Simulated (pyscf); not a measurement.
HO–Zn–OH + methanol (H₃C–OH) -> methanol (H₃C–OH) + HO–Zn–OH (four-centre exchange; singlet surface; O–Zn, C–O broken, C–O, O–Zn formed). Optimised with ωB97X-D3(BJ)/def2-SVP in PySCF. Energies in kJ/mol from the separated reactants.

| level | barrier | reaction energy |
|---|---|---|
| ωB97X-D3(BJ)/def2-TZVP | 220.1 | 0.0 |
| r²SCAN/def2-TZVP | ___ | 0.0 |
| B3LYP-D3(BJ)/def2-TZVP | 206.6 | 0.0 |
| PBE0-D3(BJ)/def2-TZVP | 218.2 | 0.0 |
| ωB97M-D3(BJ)/def2-TZVP | ___ | 0.0 |
| HF/def2-TZVP | 284.3 | 0.0 |

Q: Some entries are withheld; supply them.

A: 
- r²SCAN/def2-TZVP, barrier: 195.4
- ωB97M-D3(BJ)/def2-TZVP, barrier: 217.3

The functionals in the table span 24.6 kJ/mol in this barrier, from r²SCAN to ωB97X-D3(BJ). On the reactant side the descent ends in an adduct with a O–Zn contact (not fully relaxed), 63.1 kJ/mol under the separated species and 283.1 kJ/mol under the saddle at ωB97X-D3(BJ)/def2-TZVP. On the product side the descent ends in an adduct with a O–Zn contact (not fully relaxed), 70.2 kJ/mol under the separated species and 290.3 kJ/mol under the saddle at ωB97X-D3(BJ)/def2-TZVP. What is counted as formed (O–Zn) is already present as a longer contact in the reactant adduct; forming that adduct is a step of its own. What is counted as broken (O–Zn) persists as a longer contact in the product adduct; parting that adduct is a step of its own. This is the saddle that the search found; another between the same sides may lie lower. Elements up to Kr have no core potential and no relativistic terms here.
